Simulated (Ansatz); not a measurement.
## C3H4, SMILES C#CC: the interaction energy of a dimer with the counterpoise correction, step by step

Program: the Ansatz DFT code, driven from Python.

At the Python prompt:
```pycon
>>> import ansatz as az
>>> FIRST = [
...     ("C", (-1.332, -0.6984, -0.7762)),
...     ("C", (-0.4254, -0.1946, -0.2329)),
...     ("C", (0.714, 0.3726, 0.4318)),
...     ("H", (-2.1573, -1.0527, -1.2852)),
...     ("H", (1.2566, 1.0917, -0.212)),
...     ("H", (0.4537, 0.8936, 1.3687)),
...     ("H", (1.4907, -0.4125, 0.7056)),
... ]
>>> SECOND = [
...     ("C", (-1.8664, -4.0886, -0.6081)),
...     ("C", (-2.2126, -3.4301, 0.2961)),
...     ("C", (-2.6771, -2.5989, 1.3708)),
...     ("H", (-1.5241, -4.7319, -1.3394)),
...     ("H", (-3.1881, -3.1844, 2.1594)),
...     ("H", (-1.8692, -2.023, 1.853)),
...     ("H", (-3.452, -1.8399, 1.0272)),
... ]
>>> def energy(atoms, ghosts=()):
...     molecule = az.Crystal.molecule()
...     for symbol, xyz in atoms:
...         molecule = molecule.atom(symbol, xyz)
...     calc = (
...         molecule.calculation()
...         .basis(gaussian="def2-SVP")  # atom-centred Gaussian functions
...         .functional("pbe", dispersion="d4")
...     )
...     deck = calc.input()
...     if ghosts:
...         deck = deck.set(az.key.basis.gaussian.ghost_atoms, [{"symbol": s, "position_ang": list(xyz)} for s, xyz in ghosts])
...     return az.Session.from_dict(deck).plan().execute().report["free_energy_ev"]
...
>>> # monomers in their own basis and in the basis of the dimer
>>> both = energy(FIRST + SECOND)

>>> alone = energy(FIRST) + energy(SECOND)
>>> ghosted = energy(FIRST, SECOND) + energy(SECOND, FIRST)
>>> print(f"dimer {both:.6f} eV")
dimer -6334.797894 eV
>>> print(f"interaction, uncorrected   {23.060548 * (both - alone):8.3f} kcal/mol")
interaction, uncorrected     -0.902 kcal/mol
>>> print(f"interaction, counterpoise  {23.060548 * (both - ghosted):8.3f} kcal/mol")
interaction, counterpoise    -0.068 kcal/mol
>>> print(f"basis-set superposition    {23.060548 * (alone - ghosted):8.3f} kcal/mol")
basis-set superposition       0.833 kcal/mol
```

Uncorrected it is -0.902 kcal/mol, with the counterpoise correction -0.068 kcal/mol; the difference, 0.83 kcal/mol, is the superposition error.

Total energies depend on the basis set; only differences at equal settings carry meaning. The dimer is a generated trial pose of unrelaxed monomers, not a minimum, so the figure is no binding energy, and the basis set is small. The whole script took 10 s on 1 thread of Arm Neoverse V1, with other jobs on the host, peak memory 0.21 GiB.

(Lines on the test bed's own set-up are left out of the output.)
